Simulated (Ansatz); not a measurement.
input.yaml

```yaml
crystal:
  periodic: [false, false, false]
  atoms:
    - { symbol: Si, position_ang: [0.276943, -0.058219, 0.052249] }
    - { symbol: Si, position_ang: [0.1044, -0.077067, 2.3056] }
    - { symbol: H, position_ang: [-0.852789, -1.136874, 2.791185] }
    - { symbol: H, position_ang: [1.438643, -0.387457, 2.937225] }
    - { symbol: H, position_ang: [-0.35337, 1.247987, 2.855523] }
    - { symbol: H, position_ang: [1.727826, -0.306913, -0.295367] }
    - { symbol: H, position_ang: [-0.109776, 1.261997, -0.546871] }
    - { symbol: H, position_ang: [-0.511747, -1.167911, -0.588601] }
    - { symbol: S, position_ang: [-2.940857, 0.472781, 0.878664] }
    - { symbol: H, position_ang: [-3.106636, -0.829644, 0.516457] }
    - { symbol: H, position_ang: [-2.550637, 0.10852, 2.156037] }
basis:
  gaussian: { orbitals: def2-SVP }
hamiltonian:
  xc: pbe
  dispersion: d4
relax:
  f_tol: 0.03
  max_steps: 50
output:
  orbitals: {}
```

Command:

```bash
$ ansatz run input.yaml --threads 2 --pin off --max-ram 3072MiB --backend cpu --events-out ev --progress --plain --runs-dir out
```

Hardware: 2 threads of Arm Neoverse V2, on a shared host.

**Question.** Roughly how long does this run take, and how much memory?

**Answer.** 8.8 s, with a peak of 0.13 GiB, for 6 ionic steps.
